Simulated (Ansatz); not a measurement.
Molecule: disilane, Si2H6, charge 0, multiplicity 1. 
Structure (B3LYP-D3(BJ)/def2-TZVP (Ansatz, a program for electronic structure) minimum search):
```xyz
8

Si     0.0002    -0.0110     1.1721
Si    -0.0002     0.0110    -1.1721
H     -0.0004     1.3752     1.6997
H     -1.2040    -0.7120     1.6803
H      1.2055    -0.7108     1.6798
H      0.0004    -1.3752    -1.6997
H     -1.2055     0.7108    -1.6798
H      1.2040     0.7120    -1.6803
```

Basis-set convergence of Hartree-Fock and MP2 correlation energies (hartree) with Ansatz. Valence correlation only, unless marked. No spin-orbit coupling. No relativistic terms.

```tsv
basis	functions	E(HF)	E(corr, MP2)
def2-SVPD	96	-581.16410	-0.22239
def2-TZVPPD	198	(withheld)	(withheld)
```

Q: Complete the blanks.

A: 
- def2-TZVPPD, E(HF): -581.36591
- def2-TZVPPD, E(corr, MP2): -0.26618
